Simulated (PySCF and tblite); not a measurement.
The numbers below are computed, except where a source is named.
C₂H₆S₂, numbered as in [SH:1][CH2:2][CH2:3][SH:4].

The ensemble was built from 90 distance-geometry starts (ETKDG and KDG, MMFF94s, GFN2-xTB) and rests on PBE0-D3(BJ)/def2-SVP geometries. Weights use PBE0-D3(BJ)/def2-TZVP energies plus GFN2-xTB zero-point and thermal terms (modes under about 100 cm⁻¹ blended into free rotors). Symmetry numbers and mirror images are counted. Conformers within 4 kcal/mol (GFN2-xTB free energy) were kept, 5 at most. (PySCF 2.14, tblite 0.8.)

Rotational constants are equilibrium values for the commonest isotopes; dipoles come from the energy level named.

Torsions listed: H1–S1–C2–C3, S1–C2–C3–S4, C2–C3–S4–H4. Of a mirror pair one member is shown.

```tsv
conformer	shape	symmetry
1	-67°, -64°, 53°	C1 (pair)
2	73°, -63°, 74°	C2 (pair)
3	68°, 175°, 68°	C2 (pair)
4	-68°, 180°, 68°	Ci
5	-69°, -178°, -178°	C1 (pair)
```

**Question.** Give the rotational constants and dipole components, as needed to look for these species in a jet-cooled rotational spectrum.

**Answer.** 
```csv
conformer,A (MHz),B (MHz),C (MHz),abs μa (D),abs μb (D),abs μc (D),κ,Ic−Ia−Ib (u Å²)
1,9176,2270,1952,0.82,1.78,0.83,-0.91,-18.8
2,9078,2291,1946,0.01,1.16,0.01,-0.90,-16.5
3,24933,1481,1447,0.00,0.00,1.42,-1.00,-12.2
4,24957,1481,1446,0.00,0.00,0.00,-1.00,-11.9
5,25054,1504,1457,0.27,1.13,0.67,-1.00,-9.3
```

**Question.** Which type of transition is strongest for conformer 1?

**Answer.** b-type, since that component is clearly the largest; the top is near-prolate.

The cap on conformers cut off some of the population, so the set may be incomplete.
